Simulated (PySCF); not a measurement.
Structure problem from calculated spectra and properties.

Elements present: C and H. Monoisotopic mass: 67.0542 u (electron mass counted); charge +1.

- UV, first state: lowest singlet excitation: 2.99 eV (415 nm, f = 0.000) [TDDFT B3LYP/def2-SVPD]
- Couplings: largest of the computed one-bond spin–spin couplings (means over like bonds): 13C–1H +293.8, 13C–13C +192.3, 13C–1H +139.6 (×6), 13C–13C +92.1, 13C–13C +38.9 (×2) Hz [B3LYP/pcJ-1, spin–dipole term left out]
- Rotational structure: rotational constants A, B, C: 8.726, 3.978, 2.823 GHz [GFN2-xTB]
- 13C NMR: chemical shifts (computed TMS as zero) by class: 288.4 (1 C), 218.8 (1 C), 103.8 (1 C), 52.1 (2 C) ppm [GIAO PBE0/pcSseg-1]
- Triplet: lowest triplet excitation (Tamm–Dancoff): 2.67 eV [TDA B3LYP/def2-SVPD]
- 1H NMR: chemical shifts (computed TMS as zero) by class: 11.05 (1 H), 4.21 (6 H) ppm [GIAO PBE0/pcSseg-1]
- Polarisability: 57.2 au [B3LYP/def2-SVPD]

Electronic properties: PySCF, gas phase, density fitting. Levels stand in brackets. Geometry: GFN2-xTB; no solvent, vibrations or thermal averaging. Each NMR value is the plain mean over a class of atoms that symmetry, rotation or inversion makes alike.

Question: Which formula fits the mass and the elements?

Answer: C5H7 (calculated 67.0542). No other formula that holds each of these elements comes within 0.0003 u with a fitting electron parity and a possible valence count.

Question: What is the compound? Reason from the data.

Answer: Numbering: `[CH:1]#[C:2][C+:3]([CH3:4])[CH3:5]`. 5 carbons fall into 4 classes; from least to most shielded: carbon bonded to 3 C [C3] (288.4 ppm), carbon bonded to C and H [C1] (218.8 ppm), carbon bonded to 2 C [C2] (103.8 ppm), methyl carbon [C4/C5] (52.1 ppm, 2 C, up to 2.4 ppm apart in this geometry). Hydrogen classes from least to most shielded: 1 H on a carbon bonded to C and H, C1 (11.05 ppm), 6 H on 2 methyl carbons, C4/C5 (4.21 ppm, a mean of values up to 0.6 ppm apart in this geometry). The couplings run between: +293.8 Hz, carbon bonded to C and H [C1] and its hydrogen; +192.3 Hz, carbon bonded to C and H [C1] and carbon bonded to 2 C [C2]; +139.6 Hz, methyl carbon [C4] and its hydrogen (with 5 like pairs); +92.1 Hz, carbon bonded to 2 C [C2] and carbon bonded to 3 C [C3]; +38.9 Hz, carbon bonded to 3 C [C3] and methyl carbon [C4] (with 1 like pair). S1 is mainly HOMO→LUMO (weight 1.00); the largest Löwdin shares of the orbital it empties are 0.44 on the carbon bonded to C and H, 0.40 on the carbon bonded to 2 C and 0.05 on the carbon bonded to 3 C, of the orbital it fills 0.37 on the carbon bonded to 3 C, 0.23 on the carbon bonded to C and H, 0.12 on the carbon bonded to 2 C and 0.07 on a methyl carbon. By its constants the optimised geometry is an asymmetric top. Structure: `C#C[C+](C)C`. Computed isomers that give other values at the same levels: `C1=CCC[CH+]1` (13C chemical shifts (computed TMS as zero) by class: 248.3 (2 C), 155.8 (1 C), 56.5 (2 C) ppm); `CCc1c[cH+]1` (rotational constant A: 15.369 GHz; this holds for the one conformer computed). The assignments are read from this structure; whether some other isomer fits the data as well wasn't checked.
